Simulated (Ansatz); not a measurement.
# BH2O (doublet): from Hartree-Fock to the top rungs at distance O2–H4 = 0.846 Å, cc-pVDZ

Aim: climb from Hartree-Fock through coupled cluster and multireference methods for BH2O (doublet) at one geometry and basis, and see what each rung misses.

Method: cc-pVDZ, core rule «outside noble gas», up to 2 orbitals frozen; program: Ansatz 0.2.0, Gaussian basis.

To be run: UHF; CCSD(T) on ROHF; CCSD(T) on UHF; BCCD(T) on ROHF; CISD; CCSDT(Q) on ROHF; CCSDT(Q) on UHF; CASSCF and MRCISD+Q, 3 electrons in 3 orbitals; CASSCF and NEVPT2, 3 electrons in 3 orbitals.

39 further runs of the same task are left out: 12 for a known fault of the program, 3 for a mislabelled method, 19 that didn't finish, 5 set aside as unsound or not needed.

### 1 What is computed

The geometry derives from a PBE0/def2-TZVP stationary point (not a proven minimum). One bond is set to the value named and the two fragments are kept rigid.

4 atoms, charge 0, spin multiplicity 2.

Atoms are counted from 1 here; the program's logs count them from 0.

Bond lengths: B1–O2 1.333 Å, B1–H3 1.201 Å, O2–H4 0.846 Å. Angles: O2–B1–H3 121.0°, B1–O2–H4 114.7°.

### 2 UHF

in.yaml

```yaml
crystal:
  periodic: [false, false, false]
  atoms:
    - {symbol: B, position_ang: [0.000000, -0.241438, 0.738854]}
    - {symbol: O, position_ang: [0.000000, 0.157722, -0.533034]}
    - {symbol: H, position_ang: [0.000000, 0.555963, 1.636501]}
    - {symbol: H, position_ang: [0.000000, -0.469914, -1.100299]}
basis:
  gaussian: {orbitals: cc-pVDZ}
magnetization: {spin_polarized: true, initial_magnetization: 1}
hamiltonian: {xc: hf}
output: {orbitals: {seedname: orbitals}}
```

Started as:

```
> ansatz run in.yaml --threads 1 --pin off --events-out ev --progress --plain --max-ram 2393MiB
```

The runs that follow: CCSD(T) on ROHF; CCSD(T) on UHF; BCCD(T) on ROHF; CISD; CCSDT(Q) on ROHF; CCSDT(Q) on UHF; CASSCF and MRCISD+Q, 3 electrons in 3 orbitals; CASSCF and NEVPT2, 3 electrons in 3 orbitals.

Before running them: what should the planned runs give, taken together? Wanted: UCCSDT(Q) below the RHF energy; RMP2 from UCCSDT(Q); UMP2 from UCCSDT(Q); RCCSD from UCCSDT(Q); RCCSD(T) from UCCSDT(Q); UCCSD(T) from UCCSDT(Q); RCCSDT(Q) from UCCSDT(Q); NEVPT2 pair from UCCSDT(Q); T1 diagnostic.

As calculated:

| quantity | value |
| --- | --- |
| UCCSDT(Q) below the RHF energy | -7.4918 eV |
| RMP2 from UCCSDT(Q) | +15.61 kcal/mol |
| UMP2 from UCCSDT(Q) | +15.48 kcal/mol |
| RCCSD from UCCSDT(Q) | +4.47 kcal/mol |
| RCCSD(T) from UCCSDT(Q) | +0.69 kcal/mol |
| UCCSD(T) from UCCSDT(Q) | +0.68 kcal/mol |
| RCCSDT(Q) from UCCSDT(Q) | +0.05 kcal/mol |
| NEVPT2 pair from UCCSDT(Q) | +16.94 kcal/mol |
| levels within 1 kcal/mol (43 meV) | RCCSD(T), UCCSD(T), BCCD(T), RCCSDT, UCCSDT, RCCSDT(Q) |
| T1 diagnostic | 0.019 |

**Reading.** RCCSD(T) misses by +0.69 kcal/mol, 0.4 % of the correlation energy. These misses are within one basis, not against nature; the frozen cores of restricted and unrestricted runs differ, which can shift their rows.
